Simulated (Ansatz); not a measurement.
**C2HNa: how energies converge with the basis set**

How large a basis does C2HNa need? Two functionals are run in growing sets.

Method: one geometry, several basis sets; program: Ansatz 0.2.0, Gaussian basis.

The runs, in order: PBE0-D4/def2-SVP; ωB97M-V/def2-SVP; PBE0-D4/def2-QZVPP; ωB97M-V/def2-QZVPP; the functionals' def2-TZVPP values are taken from earlier runs.

## Step 1: Structure used throughout

An earlier PBE0-D4 in a triple-zeta def2 set relaxation fixed the geometry.

SMILES `C#[C][Na]`, 4 atoms, charge 0, spin multiplicity 1.

Atoms are counted from 1 here; the program's logs count them from 0.

Bond lengths: C1–C2 1.222 Å, C1–H4 1.067 Å, C2–Na3 2.213 Å. Angles: C2–C1–H4 180.0°, C1–C2–Na3 180.0°.

## Step 2: PBE0-D4 in def2-SVP

in.yaml reads:

```yaml
crystal:
  periodic: [false, false, false]
  atoms:
    - {symbol: C, position_ang: [-0.068551, 0.869525, -0.131389]}
    - {symbol: C, position_ang: [0.043936, -0.335154, 0.040355]}
    - {symbol: Na, position_ang: [0.247430, -2.516572, 0.351648]}
    - {symbol: H, position_ang: [-0.167315, 1.921801, -0.281012]}
basis:
  gaussian: {orbitals: def2-SVP}
hamiltonian: {xc: pbe0, dispersion: d4}
output: {orbitals: {seedname: orbitals}}
```

Further steps of the session: ωB97M-V in def2-SVP; PBE0-D4 in def2-QZVPP; ωB97M-V in def2-QZVPP.

Q: Predict the results of all the runs planned. Wanted: PBE0-D4: double and triple zeta above quadruple; ωB97M-V: double and triple zeta above quadruple.

**Answer**, as computed:

| quantity | value |
| --- | --- |
| PBE0-D4: double and triple zeta above quadruple | 4.35, 0.30 eV |
| ωB97M-V: double and triple zeta above quadruple | 4.43, 0.28 eV |

In words: PBE0-D4 gains 4.04 eV from double to triple zeta, then 0.30 eV more. Total energies overstate the basis error of differences, where much of it tends to cancel.
